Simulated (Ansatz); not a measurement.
C₃H₇FO, SMILES CC(O)CF, a geometry optimisation

Computed with Ansatz's Python interface.

The script, `opt.py`:
```python
'''Minimum-energy structure of C3H7FO.'''

import ansatz as az
import numpy as np

BASIS_SET = 'def2-SVP'
FUNCTIONAL = 'pbe0'

GEOMETRY = '''
C     0.33900    1.24180   -0.48950
C     0.03000   -0.21040   -0.40730
O    -1.30720   -0.46610   -0.93630
C     0.19890   -0.69280    1.02860
F    -0.02150   -2.06750    1.00410
H    -0.44870    1.86570    0.07800
H     1.31750    1.54480   -0.13480
H     0.23700    1.64220   -1.54570
H     0.74960   -0.73600   -0.99270
H    -1.44350   -1.41490   -0.74480
H     1.08440   -0.47450    1.50380
H    -0.65850   -0.28740    1.67050
'''

system = az.Crystal.molecule()
for line in GEOMETRY.strip().splitlines():
    symbol, *xyz = line.split()
    system = system.atom(symbol, [float(v) for v in xyz])

calc = (
    system.calculation()
    .basis(gaussian=BASIS_SET)
    .functional(FUNCTIONAL)
)
symbols = [site.symbol for site in system.cartesian_sites]
start = np.array([site.position_ang for site in system.cartesian_sites], dtype=float)
def progress(event):
    if event['event'] == 'relax_step':
        row = event['data']
        print(f'step {row["step"]:3d}  E = {row["lagrangian_ev"]:.6f} eV  max force {row["allowed_force_max_ev_ang"]:.4f} eV/A')


report = calc.relax(force_tolerance=0.005, max_steps=100).session().plan().execute(on_event=progress).report
end = np.array(report['positions_ang'])

print('reference energy %16.6f eV' % report['reference_energy_ev'])
print('total energy     %16.6f eV' % report['free_energy_ev'])
print('occupied (up, down):', report['n_occupied'], ' virtual:', report['n_virtual'], ' frozen:', report['n_frozen'])

print('final positions (A) and the move of each atom')
for symbol, xyz, old in zip(symbols, end, start):
    print(f'{symbol:2s} {xyz[0]:10.5f} {xyz[1]:10.5f} {xyz[2]:10.5f}   {np.linalg.norm(xyz - old):7.4f}')
```

`python opt.py` gives:
```text
step   1  E = -7973.932278 eV  max force 5.0363 eV/A
step   2  E = -7974.303596 eV  max force 1.0128 eV/A
step   3  E = -7974.347862 eV  max force 0.2685 eV/A
step   4  E = -7974.348459 eV  max force 0.3006 eV/A
step   5  E = -7974.352570 eV  max force 0.0805 eV/A
step   6  E = -7974.353068 eV  max force 0.0409 eV/A
step   7  E = -7974.353501 eV  max force 0.0211 eV/A
step   8  E = -7974.353564 eV  max force 0.0100 eV/A
step   9  E = -7974.353573 eV  max force 0.0025 eV/A
reference energy     -7974.353595 eV
total energy         -7974.353595 eV
occupied (up, down): [21, 21]  virtual: [84, 84]  frozen: 0
final positions (A) and the move of each atom
C     0.28414    1.28876   -0.49222    0.0723
C     0.04819   -0.20245   -0.40261    0.0204
O    -1.22582   -0.48265   -0.92125    0.0844
C     0.13908   -0.70835    1.02175    0.0622
F    -0.16135   -2.05606    1.02644    0.1421
H    -0.46585    1.83280    0.10246    0.0444
H     1.28873    1.55961   -0.13475    0.0324
H     0.18711    1.61661   -1.53661    0.0568
H     0.83101   -0.72994   -0.98914    0.0817
H    -1.39893   -1.41466   -0.74086    0.0447
H     1.14913   -0.56901    1.44237    0.1300
H    -0.59844   -0.18977    1.65832    0.1153
```

Reading the output:
- Total energies depend on the basis set; only differences at equal settings carry meaning.
- The end point is the stationary point reached from this start; no frequency run checks that it is a minimum, and the basis set is modest.
- It ran for 52 s on 1 thread of Arm Neoverse V1, on a shared host, peak memory 0.3 GiB.

(Lines on the test bed's own set-up are left out of the output.)
